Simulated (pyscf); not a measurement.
Single points on ωB97X-D3(BJ)/def2-SVP structures (PySCF, gas phase).

Task: Estimate by transition-state theory (the high-pressure limit) the rate constant of H₂N–TaH(NH₂)(NH₂)–NH–SiH₃ (SMILES [NH2][TaH]([NH2])([NH2])[NH][SiH3]) → HN=Ta(NH₂)(NH₂)–NH₂ (SMILES [NH]=[Ta]([NH2])([NH2])[NH2]) + SiH₄ (SMILES [SiH4]) (singlet surface; N–Si, H–Ta broken, H–Si formed) at 900 K, with ωB97M-D3(BJ)/def2-TZVP energies (ideal gas, 1 atm, RRHO with modes under 100 cm⁻¹ raised to 100, one conformer, R ln 2 for chiral ones without a mode under 150 cm⁻¹; no tunnelling).

Result: The electronic barrier is 23.8 kcal/mol and the thermal terms add -0.2, so ΔG‡ = 23.6 kcal/mol. With k_BT/h = 1.88e+13 s⁻¹ and RT = 1.788 kcal/mol, k = 3.5e+07 s⁻¹, a half-life of 2.0e-08 s through this channel alone. Wigner's tunnelling factor for 260i cm⁻¹ would be 1.01. A shift of 1 kcal/mol in the barrier changes k by a factor 1.7. At the saddle there is also a short Si–Ta contact that neither side keeps. One saddle was located; it need not be the lowest between these sides. Elements past Kr carry the def2 core potentials, without spin-orbit coupling.
